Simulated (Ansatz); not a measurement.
The same path of BFH$_{2}$ (4 atoms, charge 0, multiplicity 1) was run twice with different band settings. Lost on the way: B1–H2, B1–F3. Made: H2–F3.

These are results of RKS B3LYP/def2-TZVP in Ansatz, not measurements.

Relaxed end points:

```xyz
4
Properties=species:S:1:pos:R:3
B 0.263 0.000 0.203
H 0.257 0.000 1.396
F 1.435 0.000 -0.408
H -0.718 0.000 -0.476
```

```xyz
4
Properties=species:S:1:pos:R:3
B -0.563 0.000 -0.102
H 1.301 0.000 0.514
F 2.211 0.000 0.802
H -1.712 0.000 -0.500
```

Common settings: spring 5.0 eV/Å²; optimiser quadratic models (default); start path through a guess of the saddle point; force threshold 0.05 eV/Å; iteration limit 60; end points relaxed.

| run | movable images | climbing image |
| --- | --- | --- |
| 1 | 7 | yes |
| 2 | 6 | no |

Q: What does each run give, and how far can it be trusted?

A: Run 1: converged after 15 iterations, highest image 5.134 eV above the first end. Neighbouring images differ by up to 2.0 eV, so the band resolves the path poorly. A vibrational analysis at the climbing image gives one clearly imaginary mode, 464i cm⁻¹: a first-order saddle point.
Run 2: converged after 11 iterations, highest image 5.094 eV above the first end. Neighbouring images differ by up to 2.6 eV, so the band resolves the path poorly. No image climbed, so the highest image needn't sit at the top of the path.
The orbitals stay closed-shell, which can raise the energy where a bond breaks towards radicals; this wasn't checked here.
